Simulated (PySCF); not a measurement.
A species of formula C5H8 has this rotational fingerprint, computed with PBE0/def2-SVPD in PySCF (dipole) on a GFN2-xTB geometry, gas phase:

- Rotational constants: A = 17168, B = 2284, C = 2206 MHz
- Dipole components: |μa| = 0.00 D, |μb| = 0.22 D, |μc| = 0.00 D
- Inertial defect: -21.57 u·Å²
- κ: -0.99

Question: Which structure is it? (One computed conformer of each.)
A. `C=C1C[C@@H]1C`
B. `CC=C=CC`

Answer: B. It is CC=C=CC, a near-prolate asymmetric top, point group C2. The candidates at the same level (rigid rotor, commonest isotopes):

```json
{"SMILES": "CC=C=CC", "A (MHz)": "17168", "B (MHz)": "2284", "C (MHz)": "2206", "μa (D)": "0.00", "μb (D)": "0.22", "μc (D)": "0.00", "Δ (u·Å²)": "-21.57", "point group": "C2", "rotor": "near-prolate asymmetric top"}
{"SMILES": "C=C1C[C@@H]1C", "A (MHz)": "9295", "B (MHz)": "4103", "C (MHz)": "3220", "μa (D)": "0.48", "μb (D)": "0.15", "μc (D)": "0.07", "Δ (u·Å²)": "-20.60", "point group": "C1", "rotor": "asymmetric top"}
```

`C=C1C[C@@H]1C` has B 80 % too high. In the right answer the symmetry axis of this C2 structure is b, so μa and μc vanish by symmetry. No structure here is proved a minimum.
